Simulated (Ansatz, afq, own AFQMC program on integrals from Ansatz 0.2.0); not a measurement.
Two steps: Ansatz 0.2.0 writes the Fock matrix and Cholesky factors of the valence space, and afq projects on them the lowest state that overlaps trial and start.

```yaml
crystal:
  periodic: [false, false, false]
  atoms:
    - {symbol: Al, position_ang: [0.000000, 0.120622, -0.101655]}
    - {symbol: H, position_ang: [0.000000, -0.264171, 1.939395]}
    - {symbol: H, position_ang: [-0.000001, 0.505415, 1.939395]}
    - {symbol: H, position_ang: [-0.000002, 1.657557, -0.317806]}
    - {symbol: H, position_ang: [0.000007, -5.127728, -0.839775]}
basis:
  gaussian: {orbitals: 6-31G}
total_charge: 1
magnetization: {spin_polarized: false}
correlation: {method: ccsd_t, electrons: outside_noble_gas, hamiltonian_folder: ham}
```

```sh
$ ansatz run in.yaml --threads 1 --pin off --events-out ev --progress --plain --max-ram 24576MiB --backend cuda --devices 0, --max-vram 18GiB
```

afq runs on the folder ham with

```
--method phaseless --trial cid --walkers 40 --populations 1 --least-time 40 --time-step 0.01 --steps-per-block 10 --equilibration-blocks 60 --max-blocks 400 --target-error 0.00116 --factor-cut 1e-05 --seed 8200 --release-times 0.3,0.6,0.9,1.2 --release-step 0.02 --release-every 10 --taylor-order 4
```

Times are imaginary, in 1/Eh. The walk had a cap of 60 s.

Output of the walk:

```
orbitals 16  electrons 3 3  factors 89 of 266
reference energy -243.61317705 Eh
CCSD correlation -0.21150563 Eh in 14 cycles, weight of the determinant in the CISD state 0.4546
energy of the start -243.841291 Eh
 block  time / (1/Eh)  mean weight  energy / Eh
     1     0.100  1.0010  -243.838880
     2     0.200  0.9996  -243.833171
     3     0.300  1.0012  -243.831724
     4     0.400  0.9981  -243.825135
     5     0.500  1.0000  -243.821303
     7     0.700  1.0013  -243.824468
     9     0.900  1.0013  -243.833770
    12     1.200  0.9993  -243.824719
    34     3.400  0.9983  -243.835955
    56     5.600  0.9993  -243.834328
    78     7.800  1.0012  -243.831387
   100    10.000  0.9999  -243.855352
   122    12.200  0.9984  -243.847515
   144    14.400  1.0021  -243.800971
   166    16.600  1.0004  -243.827311
   188    18.800  0.9963  -243.846586
   210    21.000  0.9993  -243.819601
   232    23.200  0.9962  -243.791096
   254    25.400  0.9995  -243.812823
   276    27.600  0.9996  -243.809046
   298    29.800  1.0013  -243.821975
   320    32.000  1.0026  -243.825094
   342    34.200  1.0026  -243.819246
   353    35.300  0.9943  -243.890618
   364    36.400  0.9977  -243.798168
   375    37.500  0.9985  -243.790214
   386    38.600  1.0037  -243.811200
   408    40.800  0.9967  -243.816176
   430    43.000  1.0029  -243.811267
   452    45.200  0.9976  -243.826325
blocks merged  error / Eh  count
     1  0.001015  400
     2  0.001373  200
     4  0.001800  100
     8  0.002309  50
    16  0.003048  25
    32  0.004006  12
released: time / (1/Eh)  energy / Eh  error  mean overlap
  0.30  -243.820585  0.003402  1.0018
  0.60  -243.822661  0.004324  1.0043
  0.90  -243.819075  0.004087  1.0148
  1.20  -243.820108  0.005373  1.0142
energy -243.820010 +/- 0.003048 Eh
(rows thinned)
```

The run failed at least one of its tests; the cautions name the faults. The second half of the sampling lies above the first by 1.8 errors of their difference, so the energy may still be moving and its error bar be too small.

Against this walk (error 82.9 meV) on the same determinant: CCSD(T) 438.0 meV lower, CCSDT(Q) 307.2 meV lower, CCSDTQ 314.9 meV lower, full CI 314.8 meV lower. The error is statistical and leaves out the bias of the constraint. Released to 1.20 1/Eh the energy moves by -3 ± 168 meV (both errors), within twice the noise. Full CI is exact here, so the walk's 315 meV above it is the walk's own error: the bias of the constraint with this trial, or a walk that hasn't relaxed. The determinant is a poor start (see the cautions), so the low cluster orders aren't to be relied on, and full CI is the sure value.

Cautions: constraint bias not in the error; error not settled; error above the target (82.9 against 31.6 meV); restricted determinant unstable towards unrestricted (UHF 4.48 eV lower, ⟨S²⟩ 1.01); strong correlation (T1 0.139, weight of the determinant 0.45, largest double 1.05); CCSD(T) is in doubt: in a space of 6 electrons in 8 natural orbitals full CI lies 94 meV above it; the CCSDT(Q) amplitudes may be one of several solutions (largest double 1.09); the CCSDTQ amplitudes may be one of several solutions (largest double 1.09); the next higher spin lies close (within 5 meV by full CI); the bias of populations of 40 walkers isn't removed; the time-step error isn't removed.

The walk took 27 s on 1 × NVIDIA H100 80GB HBM3 with 2 threads of AMD EPYC 7R13 Processor (Zen 3), on a shared host (the card was shared). The log's last line is the phaseless energy.

CCSDT and higher add their correlation energy to the determinant of the CCSD(T) run, since their own runs factorise the integrals more tightly (a shift of under 2 meV). A walk keeps the symmetry of its determinant, which the program's search chose and which needn't be the lowest solution, so a lower state of the same spin and another symmetry isn't excluded.
